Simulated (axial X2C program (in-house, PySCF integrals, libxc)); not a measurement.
## What spin–orbit coupling does to Mg₂⁻

All values were computed with an axial X2C code built on PySCF integrals. Spin-free means the one-electron spin-free X2C Hamiltonian; two-component (2c) means X2C with spin–orbit coupling and atomic mean-field two-electron Coulomb and Gaunt terms, so the difference of the two also holds small scalar two-electron terms. Basis: Mg dyall-av3z [10s9p6d4f] (cores contracted in-house); Gaussian nuclei, density fitting, unrestricted open shells. Masses: Mg 23.985 u.

Spin-free state: M_S = 1/2, Λ = 1 (beyond evenly filled blocks: π+α); fragments Mg- + Mg.

```
  level  Re (Å)  ωe (cm⁻¹)
   PBE0   3.223      139.8
    MP2   3.248      132.9
   CCSD   3.335      114.1
CCSD(T)   3.233      137.1
  PBE50   3.237      138.1
```

Correlated methods: 5 electrons correlated (number of frozen shells: Mg 2 s, 1 p), 351 virtual spin orbitals or spinors in MP2, 90 natural virtuals in coupled cluster.

Problem. Within this multiplet, which Ω should lie lowest by the rule for regular and inverted multiplets?

Solution. The open π shell holds one electron, so the multiplet is regular: Ω = Λ − 1/2 = 1/2. The PBE0 2c search agrees, though Ω = 3/2 of the search lies only 0.00 eV higher.

Two-component determinant lowest at the distance of the search:

Ω = 1/2 (⟨Sz⟩ = -0.50, ⟨Lz⟩ = 1.00 at HF); fragments Mg- + Mg.

```
  level  Re (Å)  ωe (cm⁻¹)
   PBE0   3.222      139.8
    MP2   3.248      133.0
   CCSD   3.334      114.1
CCSD(T)   3.232      137.1
  PBE50   3.236      138.1
```

Problem. From the two tables, how do the constants change at the CCSD(T) level (2c against spin-free)?

Solution. At the CCSD(T) level Re drops by 0.001 Å and ωe stays the same within 0.2 cm⁻¹.

The state is one determinant whose occupation by symmetry is held fixed; it was picked as the lowest of a PBE0 search that is not exhaustive. De is not given where an atomic determinant may have missed its ground term or J level, or where the truncated virtual space spoils (T). Density functionals use the spin component along the axis (collinear). CCSD and (T) use frozen natural virtuals with an MP2 correction for the truncation; (T) itself is uncorrected, so its De runs slightly low. The highest occupied level is positive at some bond lengths even in Hartree–Fock (under at least one Hamiltonian), so the basis set holds the extra electron there; where that holds at Re the anion is at best weakly bound and its constants depend on the basis. Other states lie close and PBE0, whose exact exchange favours high spin, may order them wrongly; the determinant shown need not be the ground state. The nearest other spin-free determinant of the search, M_S = 1/2, Λ = 0, lies 0.03 eV up at the distance of the search. Without a current term, density functionals place determinants with orbital angular momentum somewhat too high. The T1 diagnostic is large, a sign of multireference character.
